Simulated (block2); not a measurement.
# CHFO (formyl fluoride): DMRG/STO-3G

Aim: the vertical singlet–triplet gap of CHFO (formyl fluoride) at DMRG/STO-3G, from 2 runs. The job is set up through a Python script.

Program for the calculation: block2 0.5.4.

5 further runs of the same task are left out: 3 that didn't finish, 2 set aside as unsound or not needed. Runs told in other sessions of the task aren't counted.

## (1) Starting point

CHFO: 4 atoms, total charge 0, spin state singlet. As SMILES, `O=CF`. Geometry: relaxed at PBE0-D4/def2-TZVP.

Bond lengths: O1–C2 1.174 Å, C2–F3 1.336 Å, C2–H4 1.097 Å. Angles: O1–C2–F3 122.9°, O1–C2–H4 127.8°, F3–C2–H4 109.3°.

## (2) The energy at DMRG/STO-3G

Contents of dmrg.py:

```python
import numpy as np
from pyscf import cc, dft, gto, mcscf, mp, scf
from pyblock2._pyscf.ao2mo import integrals as itg
from pyblock2.driver.core import DMRGDriver, SymmetryTypes

geom = """
O
C 1 1.173986
F 2 1.335797 1 122.88018
H 2 1.097018 1 127.78898 3 179.99978
"""
mol = gto.M(
    atom=geom,
    basis="sto-3g",
    verbose=3,
)
print("basis functions          = %d" % (mol.nao))
mf = scf.RHF(mol)
mf.conv_tol = 1e-10
mf.max_cycle = 200
mf.kernel()
if not mf.converged:
    mf = mf.newton().run(mf.mo_coeff, mf.mo_occ)
print("SCF energy               = %.10f" % (mf.e_tot))
ref = mf
pt = mp.MP2(ref, frozen=3).run()
mycc = cc.CCSD(ref, frozen=3)
mycc.max_cycle = 150
mycc.kernel()
print(f"E(MP2)                   = {pt.e_tot:.10f}")
if mycc.converged:
    print(f"CCSD total energy        = {mycc.e_tot:.10f}")
    print("E(CCSD(T))               = %.10f" % (mycc.e_tot + mycc.ccsd_t()))
    print(f"T1                       = {mycc.get_t1_diagnostic():.4f}")
ks = dft.RKS(mol, xc="camb3lyp").set(conv_tol=1e-9, verbose=3).run()
if ks.converged:
    print("E(CAM-B3LYP)             = %.8f" % (ks.e_tot))
ks = dft.RKS(mol, xc="blyp").set(conv_tol=1e-9, verbose=3).run()
if ks.converged:
    print(f"E(BLYP)                  = {ks.e_tot:.8f}")
ks = dft.RKS(mol, xc="hse06").set(conv_tol=1e-9, verbose=3).run()
if ks.converged:
    print(f"E(HSE06)                 = {ks.e_tot:.8f}")
ks = dft.RKS(mol, xc="b3lyp").set(conv_tol=1e-9, verbose=3).run()
if ks.converged:
    print("E(B3LYP)                 = %.8f" % (ks.e_tot))
ks = dft.RKS(mol, xc="revpbe").set(conv_tol=1e-9, verbose=3).run()
if ks.converged:
    print(f"E(revPBE)                = {ks.e_tot:.8f}")
occ_no, mo = mcscf.addons.make_natural_orbitals(mp.MP2(mf, frozen=3).run())
mf.mo_coeff = mo
ncas, n_elec, spin, ecore, h1e, g2e, orb_sym = itg.get_rhf_integrals(mf, ncore=3, ncas=13, pg_symm=False, g2e_symm=1)
dmrg = DMRGDriver(scratch="./tmp", symm_type=SymmetryTypes.SU2, stack_mem=1500 << 20, n_threads=1)
idx = dmrg.orbital_reordering(h1e, g2e, method="fiedler")
print("orbital order:", idx.tolist())
h1e = h1e[np.ix_(idx, idx)]
g2e = g2e[np.ix_(idx, idx, idx, idx)]
orb_sym = np.array(orb_sym)[idx]
dmrg.initialize_system(n_sites=ncas, n_elec=n_elec, spin=spin, orb_sym=orb_sym)
mpo = dmrg.get_qc_mpo(h1e=h1e, g2e=g2e, ecore=ecore, iprint=1)
occs = np.array([1.8] * 9 + [0.2] * 4)[idx]
psi = dmrg.get_random_mps(tag="GS", bond_dim=50, nroots=1, occs=occs)
bond_dims = [50] * 3 + [75] * 4 + [100] * 2
noises = [0.0001] * 3 + [0.0001] * 4 + [1e-05] * 2 + [0]
thrds = [1e-07] * 9
e = dmrg.dmrg(mpo, psi, n_sweeps=15, tol=1e-06, bond_dims=bond_dims, noises=noises, thrds=thrds, iprint=1)
ms, dws, es = dmrg.get_dmrg_results()
print("discarded weight         = %.3e" % (dws[-1]))
print(f"E(final)                 = {e:.10f}")
dm1 = dmrg.get_1pdm(psi)
print("occupation numbers       =", np.round(np.linalg.eigvalsh(dm1)[::-1], 5).tolist())
c_act = mf.mo_coeff[:, 3:16][:, idx]
dm_ao = c_act @ dm1 @ c_act.T + 2 * mf.mo_coeff[:, :3] @ mf.mo_coeff[:, :3].T
print("dipole moment (debye)    =", np.round(scf.hf.dip_moment(mol, dm_ao, verbose=0), 4).tolist())
print(f"max block entropy        = {max(dmrg.get_bipartite_entanglement(psi)):.4f}")
csf, coef = dmrg.get_csf_coefficients(psi, cutoff=0.05, iprint=1)
print(f"leading coefficient squared = {np.max(np.abs(coef)) ** 2:.4f}")
ci = mcscf.CASCI(mf, 13, (9, 9))
ci.fix_spin_(ss=0)
ci.fcisolver.conv_tol = 1e-10
ci.fcisolver.max_cycle = 200
ci.kernel()
print("FCI energy               = %.10f" % (ci.e_tot))
```

Run with:

```console
$ python dmrg.py
```

Output:

```text
basis functions          = 16
converged SCF energy = -209.827143485303
SCF energy               = -209.8271434853
E(RMP2) = -209.95827817327  E_corr = -0.13113468796678
E(SCS-RMP2) = -209.9611007985  E_corr = -0.133957313196292
E(CCSD) = -209.9795761195107  E_corr = -0.1524326342072355
E(MP2)                   = -209.9582781733
CCSD total energy        = -209.9795761195
CCSD(T) correction = -0.0058939743595675
E(CCSD(T))               = -209.9854700939
T1                       = 0.0134
converged SCF energy = -210.672443588326
E(CAM-B3LYP)             = -210.67244359
converged SCF energy = -210.698244867512
E(BLYP)                  = -210.69824487
converged SCF energy = -210.597535993695
E(HSE06)                 = -210.59753599
converged SCF energy = -210.754100292615
E(B3LYP)                 = -210.75410029
converged SCF energy = -210.727736952189
E(revPBE)                = -210.72773695
E(RMP2) = -209.95827817327  E_corr = -0.13113468796678
E(SCS-RMP2) = -209.9611007985  E_corr = -0.133957313196292
orbital order: [12, 4, 11, 6, 7, 10, 5, 9, 8, 2, 1, 0, 3]
integral symmetrize error =  0.0
integral cutoff error =  0.0
mpo terms =      16579

Build MPO | Nsites =    13 | Nterms =      16579 | Algorithm = FastBIP | Cutoff = 1.00e-20
 Site =     0 /    13 .. Mmpo =    14 DW = 0.00e+00 NNZ =       14 SPT = 0.0000 Tmvc = 0.001 T = 0.002
 Site =     1 /    13 .. Mmpo =    48 DW = 0.00e+00 NNZ =      222 SPT = 0.6696 Tmvc = 0.001 T = 0.003
 Site =     2 /    13 .. Mmpo =    70 DW = 0.00e+00 NNZ =      457 SPT = 0.8640 Tmvc = 0.001 T = 0.004
 Site =     3 /    13 .. Mmpo =   100 DW = 0.00e+00 NNZ =      784 SPT = 0.8880 Tmvc = 0.001 T = 0.004
 Site =     4 /    13 .. Mmpo =   138 DW = 0.00e+00 NNZ =     1147 SPT = 0.9169 Tmvc = 0.001 T = 0.005
 Site =     5 /    13 .. Mmpo =   184 DW = 0.00e+00 NNZ =     1516 SPT = 0.9403 Tmvc = 0.001 T = 0.005
 Site =     6 /    13 .. Mmpo =   184 DW = 0.00e+00 NNZ =     7344 SPT = 0.7831 Tmvc = 0.001 T = 0.009
 Site =     7 /    13 .. Mmpo =   138 DW = 0.00e+00 NNZ =     1479 SPT = 0.9418 Tmvc = 0.001 T = 0.003
 Site =     8 /    13 .. Mmpo =   100 DW = 0.00e+00 NNZ =     1119 SPT = 0.9189 Tmvc = 0.000 T = 0.002
 Site =     9 /    13 .. Mmpo =    70 DW = 0.00e+00 NNZ =      786 SPT = 0.8877 Tmvc = 0.000 T = 0.001
 Site =    10 /    13 .. Mmpo =    48 DW = 0.00e+00 NNZ =      460 SPT = 0.8631 Tmvc = 0.000 T = 0.001
 Site =    11 /    13 .. Mmpo =    14 DW = 0.00e+00 NNZ =      217 SPT = 0.6771 Tmvc = 0.000 T = 0.001
 Site =    12 /    13 .. Mmpo =     1 DW = 0.00e+00 NNZ =       14 SPT = 0.0000 Tmvc = 0.000 T = 0.000
Ttotal =      0.041 Tmvc-total = 0.009 MPO bond dimension =   184 MaxDW = 0.00e+00
NNZ =        15559 SIZE =       134332 SPT = 0.8842

Rank =     0 Ttotal =      0.042 MPO method = FastBipartite bond dimension =     184 NNZ =        15559 SIZE =       134332 SPT = 0.8842

Sweep =    0 | Direction =  forward | Bond dimension =   50 | Noise =  1.00e-04 | Dav threshold =  1.00e-07
Time elapsed =      0.472 | E =    -209.9768309393 | DW = 2.60170e-06

Sweep =    1 | Direction = backward | Bond dimension =   50 | Noise =  1.00e-04 | Dav threshold =  1.00e-07
Time elapsed =      1.168 | E =    -209.9861194023 | DE = -9.29e-03 | DW = 2.89742e-05

Sweep =    2 | Direction =  forward | Bond dimension =   50 | Noise =  1.00e-04 | Dav threshold =  1.00e-07
Time elapsed =      1.844 | E =    -209.9863931931 | DE = -2.74e-04 | DW = 2.94774e-05

Sweep =    3 | Direction = backward | Bond dimension =   75 | Noise =  1.00e-04 | Dav threshold =  1.00e-07
Time elapsed =      2.728 | E =    -209.9866052694 | DE = -2.12e-04 | DW = 9.59608e-06

Sweep =    4 | Direction =  forward | Bond dimension =   75 | Noise =  1.00e-04 | Dav threshold =  1.00e-07
Time elapsed =      3.830 | E =    -209.9866513155 | DE = -4.60e-05 | DW = 1.20555e-05

Sweep =    5 | Direction = backward | Bond dimension =   75 | Noise =  1.00e-04 | Dav threshold =  1.00e-07
Time elapsed =      4.905 | E =    -209.9866620053 | DE = -1.07e-05 | DW = 1.42150e-05

Sweep =    6 | Direction =  forward | Bond dimension =   75 | Noise =  1.00e-04 | Dav threshold =  1.00e-07
Time elapsed =      5.998 | E =    -209.9866629428 | DE = -9.37e-07 | DW = 1.25608e-05

Sweep =    7 | Direction = backward | Bond dimension =  100 | Noise =  1.00e-05 | Dav threshold =  1.00e-07
Time elapsed =      7.348 | E =    -209.9866892377 | DE = -2.63e-05 | DW = 4.46298e-06

Sweep =    8 | Direction =  forward | Bond dimension =  100 | Noise =  1.00e-05 | Dav threshold =  1.00e-07
Time elapsed =      8.973 | E =    -209.9867049327 | DE = -1.57e-05 | DW = 4.75732e-06

Sweep =    9 | Direction = backward | Bond dimension =  100 | Noise =  0.00e+00 | Dav threshold =  1.00e-07
Time elapsed =     10.429 | E =    -209.9867102882 | DE = -5.36e-06 | DW = 4.60966e-06

Sweep =   10 | Direction =  forward | Bond dimension =  100 | Noise =  0.00e+00 | Dav threshold =  1.00e-07
Time elapsed =     11.913 | E =    -209.9867103022 | DE = -1.40e-08 | DW = 4.60603e-06

discarded weight         = 4.606e-06
E(final)                 = -209.9867103022
occupation numbers       = [1.99946, 1.99772, 1.99709, 1.98662, 1.98617, 1.98307, 1.97676, 1.96562, 1.91619, 0.09925, 0.04427, 0.02763, 0.02013]
dipole moment (debye)    = [0.9967, -0.0, -0.5364]
max block entropy        = 0.3532
mps center changed (temporarily)
DTRIE T =      0.001
Number of CSF =          8 (cutoff =      0.05)
Sum of weights of included CSF =    0.953850330575359

CSF          0 0202202022222  =    0.949906487984178
CSF          1 0202202202222  =   -0.170580485067968
CSF          2 02022+-+-2222  =   -0.065744717481009
CSF          3 0202+-2+2222-  =    0.063149802891242
CSF          4 02+2-02+-2222  =    0.062221722450958
CSF          5 02+-202+-2222  =    0.059748999441355
CSF          6 020+2-2+2222-  =   -0.057948845101276
CSF          7 0202202+2222-  =   -0.057623545235107
leading coefficient squared = 0.9023
CASCI E = -209.986727413374  E(CI) = -82.2318755514437  S^2 = 0.0000000
FCI energy               = -209.9867274134
```

Wall time 33 s (1 thread of Arm Neoverse V2, shared host); peak memory 0.37 GiB.

## (3) The triplet: the energy at DMRG/STO-3G

Contents of dmrg.py:

```python
import numpy as np
from pyscf import cc, dft, gto, mcscf, mp, scf
from pyblock2._pyscf.ao2mo import integrals as itg
from pyblock2.driver.core import DMRGDriver, SymmetryTypes

geom = [
    ("O", (-0.889340, 0.201180, 0.827740)),
    ("C", (-0.046400, 0.067520, 0.021620)),
    ("F", (0.585200, -1.091810, -0.181820)),
    ("H", (0.350540, 0.823120, -0.667550)),
]
mol = gto.M(
    atom=geom,
    basis="sto-3g",
    charge=0,
    spin=2,
    verbose=3,
    max_memory=2000,
)
print("basis functions = %d" % (mol.nao))
mf = scf.ROHF(mol)
mf.conv_tol = 1e-10
mf.max_cycle = 200
mf.kernel()
if not mf.converged:
    mf = mf.newton().run(mf.mo_coeff, mf.mo_occ)
print(f"SCF energy = {mf.e_tot:.10f}")
# MP2, CCSD and CCSD(T) with the same frozen core
ref = scf.UHF(mol).run(mf.make_rdm1(), conv_tol=1e-10)
pt = mp.MP2(ref, frozen=3).run()
mycc = cc.CCSD(ref, frozen=3)
mycc.max_cycle = 150
mycc.kernel()
print(f"E(MP2) = {pt.e_tot:.10f}")
if mycc.converged:
    print(f"CCSD total energy = {mycc.e_tot:.10f}")
    print("CCSD(T) total energy = %.10f" % (mycc.e_tot + mycc.ccsd_t()))
# a few density functionals on the same geometry and basis
ks = dft.UKS(mol, xc="camb3lyp").set(conv_tol=1e-9, verbose=3).run(mf.make_rdm1())
if ks.converged:
    print(f"E(CAM-B3LYP) = {ks.e_tot:.8f}")
ks = dft.UKS(mol, xc="blyp").set(conv_tol=1e-9, verbose=3).run(mf.make_rdm1())
if ks.converged:
    print(f"E(BLYP) = {ks.e_tot:.8f}")
ks = dft.UKS(mol, xc="hse06").set(conv_tol=1e-9, verbose=3).run(mf.make_rdm1())
if ks.converged:
    print(f"E(HSE06) = {ks.e_tot:.8f}")
ks = dft.UKS(mol, xc="b3lyp").set(conv_tol=1e-9, verbose=3).run(mf.make_rdm1())
if ks.converged:
    print("E(B3LYP) = %.8f" % (ks.e_tot))
ks = dft.UKS(mol, xc="revpbe").set(conv_tol=1e-9, verbose=3).run(mf.make_rdm1())
if ks.converged:
    print(f"E(revPBE) = {ks.e_tot:.8f}")
ncas, n_elec, spin, ecore, h1e, g2e, orb_sym = itg.get_rhf_integrals(mf, ncore=3, ncas=13, pg_symm=False, g2e_symm=1)
drv = DMRGDriver(scratch="./tmp", symm_type=SymmetryTypes.SU2, stack_mem=1500 << 20, n_threads=1)
# order the orbitals along the chain
idx = drv.orbital_reordering(h1e, g2e, method="fiedler")
print("orbital order:", idx.tolist())
h1e = h1e[np.ix_(idx, idx)]
g2e = g2e[np.ix_(idx, idx, idx, idx)]
orb_sym = np.array(orb_sym)[idx]
drv.initialize_system(n_sites=ncas, n_elec=n_elec, spin=spin, orb_sym=orb_sym)
mpo = drv.get_qc_mpo(h1e=h1e, g2e=g2e, ecore=ecore, iprint=0)
mps = drv.get_random_mps(tag="GS", bond_dim=50, nroots=1)
bond_dims = [50] * 4 + [100] * 3
noises = [0.0001] * 4 + [1e-05] * 3 + [0]
thrds = [1e-09] * 7
e = drv.dmrg(mpo, mps, n_sweeps=13, tol=1e-06, bond_dims=bond_dims, noises=noises, thrds=thrds, iprint=2)
ms, dws, es = drv.get_dmrg_results()
print("discarded weight = %.3e" % (dws[-1]))
print("final energy = %.10f" % (e))
dm1 = drv.get_1pdm(mps)
print("natural occupations =", np.round(np.linalg.eigvalsh(dm1)[::-1], 5).tolist())
c_act = mf.mo_coeff[:, 3:16][:, idx]
dm_ao = c_act @ dm1 @ c_act.T + 2 * mf.mo_coeff[:, :3] @ mf.mo_coeff[:, :3].T
print("dipole moment (debye) =", np.round(scf.hf.dip_moment(mol, dm_ao, verbose=0), 4).tolist())
print(f"largest bipartite entropy = {max(drv.get_bipartite_entanglement(mps)):.4f}")
csf, coef = drv.get_csf_coefficients(mps, cutoff=0.08, iprint=1)
print("leading coefficient squared = %.4f" % (np.max(np.abs(coef)) ** 2))
# FCI check
ci = mcscf.CASCI(mf, 13, (10, 8))
ci.fix_spin_(ss=2)
ci.fcisolver.conv_tol = 1e-10
ci.fcisolver.max_cycle = 200
ci.kernel()
print("exact diagonalisation = %.10f" % (ci.e_tot))
```

Run with:

```console
$ python dmrg.py
```

Output:

```text
basis functions = 16
converged SCF energy = -209.69505181817
SCF energy = -209.6950518182
converged SCF energy = -209.697466332272  <S^2> = 2.0046714  2S+1 = 3.0031126
E(UMP2) = -209.765424581549  E_corr = -0.0679582492765105
E(SCS-UMP2) = -209.768380703101  E_corr = -0.0709143708288699
E(UCCSD) = -209.7906573067676  E_corr = -0.0931909744954813
E(MP2) = -209.7654245815
CCSD total energy = -209.7906573068
UCCSD(T) correction = -0.00209849057000111
CCSD(T) total energy = -209.7927557973
converged SCF energy = -210.491559468489  <S^2> = 2.001956  2S+1 = 3.0013037
E(CAM-B3LYP) = -210.49155947

WARN: HOMO 0.0520961238116195 >= LUMO -0.115845662614105

WARN: HOMO 0.271133179124903 >= LUMO 0.0746913727054701

WARN: HOMO 0.142648532993591 >= LUMO -0.0744655138156253

WARN: HOMO 0.0651160971487433 >= LUMO -0.110742888436421

WARN: HOMO 0.0675486834584125 >= LUMO -0.128838123783483

WARN: HOMO 0.0607966664785538 >= LUMO -0.130316494814585

WARN: HOMO 0.0624368872510992 >= LUMO -0.12904076657241

WARN: HOMO 0.0618144349515678 >= LUMO -0.129603204591649

WARN: HOMO 0.0618508802336094 >= LUMO -0.129566906944191

WARN: HOMO 0.0618602875575478 >= LUMO -0.129559155801482

WARN: HOMO 0.0618603003042427 >= LUMO -0.129558629128608

WARN: HOMO 0.061860435002617 >= LUMO -0.129558453716343

converged SCF energy = -210.503772795594  <S^2> = 2.000885  2S+1 = 3.00059
E(BLYP) = -210.50377280

WARN: HOMO -0.0117738729021218 >= LUMO -0.08055602615163

WARN: HOMO 0.00848935816840612 >= LUMO -0.0819747993570867

WARN: HOMO -0.00206229900179844 >= LUMO -0.0880864133652914

WARN: HOMO -0.00181088262467322 >= LUMO -0.0865355769480874

WARN: HOMO -0.00137392092300204 >= LUMO -0.0878171206912001

WARN: HOMO -0.00128608612351377 >= LUMO -0.0877122355973102

WARN: HOMO -0.00130732396355937 >= LUMO -0.0877112901139915

WARN: HOMO -0.00129986943086025 >= LUMO -0.0877035749187977

WARN: HOMO -0.00130018524201436 >= LUMO -0.0877048307581856

[... 7 lines left out ...]
WARN: HOMO 0.00492212384755741 >= LUMO -0.0833642840231748
[... 28 lines left out ...]
WARN: HOMO 0.0657702320050606 >= LUMO -0.130413691674968
[... 39 lines left out ...]
 --> Site =    5-   6 .. Mmps =   50 Ndav =  13 E =   -209.3491652234 Error = 2.73e-08 FLOPS = 2.05e+09 Tdav = 0.02 T = 0.25
[... 22 lines left out ...]
 <-- Site =    4-   5 .. Mmps =   50 Ndav =  12 E =   -209.7699691090 Error = 5.67e-05 FLOPS = 3.53e+09 Tdav = 0.05 T = 0.10
[... 22 lines left out ...]
 --> Site =    9-  10 .. Mmps =   50 Ndav =   3 E =   -209.7913130026 Error = 5.12e-10 FLOPS = 1.95e+09 Tdav = 0.00 T = 0.02
[... 22 lines left out ...]
 <-- Site =    0-   1 .. Mmps =   40 Ndav =   1 E =   -209.7916888250 Error = 2.26e-20 FLOPS = 3.43e+08 Tdav = 0.00 T = 0.01
[... 31 lines left out ...]
 <-- Site =   10-  11 .. Mmps =   10 Ndav =   1 E =   -209.7929138224 Error = 0.00e+00 FLOPS = 1.50e+09 Tdav = 0.00 T = 0.02
[... 22 lines left out ...]
 --> Site =    3-   4 .. Mmps =  100 Ndav =   7 E =   -209.7931461497 Error = 1.68e-05 FLOPS = 4.32e+09 Tdav = 0.09 T = 0.17
[... 22 lines left out ...]
 <-- Site =    6-   7 .. Mmps =  100 Ndav =   3 E =   -209.7931064615 Error = 4.53e-07 FLOPS = 4.24e+09 Tdav = 0.11 T = 0.45
[... 22 lines left out ...]
 --> Site =    7-   8 .. Mmps =  100 Ndav =   2 E =   -209.7931090970 Error = 4.19e-15 FLOPS = 4.14e+09 Tdav = 0.04 T = 0.15
[... 22 lines left out ...]
 <-- Site =    2-   3 .. Mmps =  100 Ndav =   3 E =   -209.7931094628 Error = 3.32e-19 FLOPS = 2.84e+09 Tdav = 0.01 T = 0.06
[... 17 lines left out ...]
 --> Site =    6-   7 .. Mmps =  100 Ndav =   3 E =   -209.7931118481 Error = 4.70e-07 FLOPS = 4.39e+09 Tdav = 0.10 T = 0.46
 --> Site =    7-   8 .. Mmps =  100 Ndav =   2 E =   -209.7931094607 Error = 4.25e-15 FLOPS = 4.17e+09 Tdav = 0.03 T = 0.15
 --> Site =    8-   9 .. Mmps =  100 Ndav =   1 E =   -209.7931094607 Error = 3.75e-18 FLOPS = 3.68e+09 Tdav = 0.01 T = 0.07
 --> Site =    9-  10 .. Mmps =   64 Ndav =   1 E =   -209.7931094607 Error = 2.74e-21 FLOPS = 2.39e+09 Tdav = 0.00 T = 0.05
 --> Site =   10-  11 .. Mmps =   27 Ndav =   1 E =   -209.7931094607 Error = 2.42e-20 FLOPS = 1.30e+09 Tdav = 0.00 T = 0.02
 --> Site =   11-  12 .. Mmps =    9 Ndav =   1 E =   -209.7931094607 Error = 2.58e-21 FLOPS = 1.56e+08 Tdav = 0.00 T = 0.01
[... 8 lines left out ...]
discarded weight = 2.916e-05
final energy = -209.7932265918
natural occupations = [1.99905, 1.9978, 1.9969, 1.99357, 1.98668, 1.98508, 1.975, 1.96239, 1.01685, 1.00701, 0.0376, 0.02476, 0.0173]
dipole moment (debye) = [0.1766, 0.5111, -0.3728]
largest bipartite entropy = 0.3257
mps center changed (temporarily)
DTRIE T =      0.001
Number of CSF =          1 (cutoff =      0.08)
Sum of weights of included CSF =    0.933334478086109

CSF          0 0-0222022222-  =    0.966092375544963
leading coefficient squared = 0.9333
CASCI E = -209.793459928404  E(CI) = -82.0387886607112  S^2 = 2.0000000
exact diagonalisation = -209.7934599284
```

Wall time 39 s (1 thread of Arm Neoverse V2, shared host); peak memory 0.33 GiB.

## (4) Results

Level: DMRG/STO-3G, 3 core orbitals frozen.

| quantity | value |
| --- | --- |
| run 1, DMRG/STO-3G: total energy | -209.98671 Eh |
| run 1, DMRG/STO-3G: dipole moment (of the density that the program reports) | 1.13 D |
| run 1, DMRG/STO-3G: T1 diagnostic of the CCSD step | 0.013 |
| triplet: total energy | -209.79323 Eh |
| triplet: dipole moment (of the density that the program reports) | 0.66 D |
| vertical energy of the triplet above the singlet | 5.265 eV |

What this shows: At this shape the triplet lies 5.26 eV (508 kJ/mol) above the singlet. In a minimal basis such a difference can be off by several eV, whatever the method.
